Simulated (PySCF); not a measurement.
Can point charges reproduce the dipole moment of `N` (NH3)?

Coordinates (PBE0-D3(BJ)/def2-SVP, Å) and charges (e) from the PBE0/pcSseg-1 density (PySCF):

| atom | x | y | z | Mulliken | IAO | Hirshfeld | ESP-fitted |
| --- | --- | --- | --- | --- | --- | --- | --- |
| N1 | 0.005 | -0.004 | 0.303 | -0.4845 | -0.7259 | -0.3220 | -0.9829 |
| H2 | 0.079 | -0.931 | -0.116 | +0.1615 | +0.2420 | +0.1073 | +0.3283 |
| H3 | -0.849 | 0.398 | -0.082 | +0.1615 | +0.2420 | +0.1074 | +0.3276 |
| H4 | 0.766 | 0.537 | -0.106 | +0.1615 | +0.2420 | +0.1073 | +0.3270 |

**Question.** Compute μ = Σ q r for each scheme (1 e·Å = 4.803 D) and compare with the dipole of the full density.

**Answer.** The full density gives (-0.03, 0.03, -1.86) D, 1.86 D in size; dipole vectors point from the negative to the positive end.

```tsv
scheme	μx	μy	μz	size (D)	share of the full size (%)	angle to the full dipole (°)
Mulliken	-0.02	0.01	-0.94	0.94	50	0
IAO	-0.02	0.02	-1.41	1.41	76	0
Hirshfeld	-0.01	0.01	-0.62	0.63	34	0
ESP-fitted	-0.03	0.02	-1.91	1.91	102	0
```

**Question.** Which set comes closest?

**Answer.** Length of the difference vector: ESP-fitted 0.05 D, IAO 0.45 D, Mulliken 0.92 D, Hirshfeld 1.24 D. Closest: ESP-fitted. The schemes that divide the density aren't constrained to reproduce the dipole.

**Question.** What is left for the Hirshfeld atoms' own dipoles?

**Answer.** The Hirshfeld atoms' densities add up to the full density, so μ = Σ q r + Σ (atomic dipoles). The atomic dipoles sum to (-0.03, 0.03, -1.86) − (-0.01, 0.01, -0.62) = (-0.02, 0.02, -1.24) D, 1.24 D in size.

**Question.** With the origin at the mean of the coordinates, (0.000, 0.000, 0.000) Å, which are the largest single terms, by size, of the Hirshfeld dipole along the direction of the full one?

**Answer.** N1 +0.47, H3 +0.05, H4 +0.05, H2 +0.05 D; all 4 atoms together +0.63 D. The single terms depend on the origin, their sum doesn't.

**Question.** Give the size of the full dipole in other units.

**Answer.** 1.86 D = 0.733 au = 0.388 e·Å = 6.21 × 10⁻³⁰ C·m.

Geometry: PBE0-D3(BJ)/def2-SVP; no solvent, vibrations or thermal averaging.
